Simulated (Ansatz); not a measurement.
SiC, singlet: the ladder up to full CI

Geometry: a point of a stretch scan, not a stationary point.

```xyz
2

Si    0.0000    0.0000    0.0000
C     0.0000    0.0000    1.8360
```

Basis 6-31G; Ansatz 0.2.0. Correlated methods freeze the noble-gas cores, which leaves 8 electrons in 16 orbitals. Prefix R: restricted or restricted open-shell reference; prefix U: unrestricted. Active spaces: valence = (8e, 8o) chosen from the atoms' valence shells; pair = (2e, 2o) about the gap.

Full CI is exact within this basis and frozen core; it isn't the basis-set limit. The frozen core follows each run's orbitals, which can shift R against U totals by a few meV.

HF rows: UHF is the lowest solution found. Coupled cluster chose its determinant by a search with trial CCSD, here up to 1.23 eV above the lowest Hartree–Fock solution of its kind, and MP2 stands on that determinant too.

The determinant under CISD, CISDTQ fills its π shells in a way that full CI's natural occupations don't show, so these levels stand on another configuration than full CI's state and aren't compared. RHF is unstable: UHF (⟨S²⟩ = 1.68) lies 1.41 eV below the lowest RHF solution. Higher spins weren't run at this geometry and may lie near or lower.

```
UHF ⟨S²⟩                            : 1.679
⟨S²⟩ of the determinant under UCCSD : 1.105
T1 diagnostic (RCCSD)               : 0.0744
largest doubles amplitude (RCCSD)   : 0.182
```

```csv
level,E − E(full CI) (kJ/mol),share of correlation (%),wall time
UHF†,331.4,–,0.45 s
UMP2†,86.9,–,–
RCCSD*,54.9,90.63,–
UCCSD*†,-0.2,–,–
RCCSD(T)*,10.2,98.25,0.72 s
UCCSD(T)*†,-24.9,–,3.8 s
BCCD(T)*,7.4,98.74,0.81 s
RCCSDT,10.2,98.26,–
UCCSDT*†,-46.2,–,–
RCCSDT(Q),-2.1,100.36,1.2 s
UCCSDT(Q)*†,-56.4,–,9.5 s
RCCSDTQ,1.7,99.71,3.8 s
UCCSDTQ*†,-58.5,–,48 s
CASSCF (valence space),91.2,84.44,–
NEVPT2 (valence space),25.7,95.62,1.9 s
MRCISD (valence space),3.4,99.42,–
MRCISD+Q (valence space),1.4,99.76,2.5 s
```

An asterisk marks runs whose energy the program itself flagged as in doubt. A dagger marks rows that describe another state than the reference (another or a broken symmetry, a higher spin or other natural occupations), so the difference holds a gap between states beside the method's error.

The correlation energy at full CI, counted from the determinant under the R cluster runs, is -6.074 eV. That run took 13 s on 1 thread of Arm Neoverse V2, shared host over 828,944 determinants.

Run but not shown, since their state, orbitals or frozen core can't be matched to the reference's or they repeat it: RHF, RMP2, CISD, CISDTQ, CASSCF (pair space), NEVPT2 (pair space), MRCISD (pair space), MRCISD+Q (pair space).

Times hold each run's SCF and search for its determinant on a shared host, so for small cases they say little of a method's own cost; they ran on 1 thread of Arm Neoverse V2.

Not variational, and here over 5 meV under the exact energy: RCCSDT(Q).

Unrestricted levels hold only the spin's projection, and here they fall towards a lower state of higher spin.

The full-CI state has the irrep A1 of C2v, in the program's axes (one component, if the state is degenerate).

Natural occupations of full CI about the gap: 1.969 1.768 1.768 1.766 0.278 0.196 0.196 0.025 0.007 0.007; effectively unpaired electrons, Σ n²(2−n)², 0.99. No single determinant describes this state well, so single-reference rows can miss without a flag.
